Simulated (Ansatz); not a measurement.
A made-up structure of C$_{2}$H$_{4}$B (charge -1), closed shell:

```xyz
7
angstrom
C -0.4446 -0.3032 -0.0801
B -1.5267 -1.0401 -0.2752
C 0.8381 0.5712 0.1511
H -2.4662 -1.6813 -0.4445
H 1.0506 1.2317 -0.6998
H 0.7475 1.2182 1.0334
H 1.7370 -0.0404 0.3035
```

It is relaxed with PBE-D4/def2-SVPD and then PBE0-D4/def2-TZVPD (Ansatz 0.2.0). Atoms count as bonded within 1.22 times the sum of their covalent radii (H–H: 0.88 Å). The end point is not checked to be a true minimum.

**Question.** Does its bonding change? (Judge from chemistry; the calculation decides.)

**Answer.** By the calculation: No: no bond forms or breaks.

Where it ends: The first stage lowers the energy by 0.19 eV in 4 steps. It ends as C₂H₄B ([BH][C][CH3]), total charge -1:
C1  (-0.397, -0.271, -0.072)
B2  (-1.478, -1.007, -0.266)
C3  (0.797, 0.543, 0.144)
H4  (-2.448, -1.668, -0.441)
H5  (1.026, 1.214, -0.703)
H6  (0.723, 1.201, 1.028)
H7  (1.712, -0.056, 0.299)
(Å)

Labels in which every atom is bracketed show which atoms are joined, not bond orders.

For scale, one of the runs: PBE0-D4/def2-TZVPD relaxation, 147 basis functions, launched by `ansatz run in.yaml --threads 2 --pin off --events-out ev --progress --plain --max-ram 4352MiB`. The run took about 14 s on 2 CPU threads of an Arm Neoverse V1 (shared host).
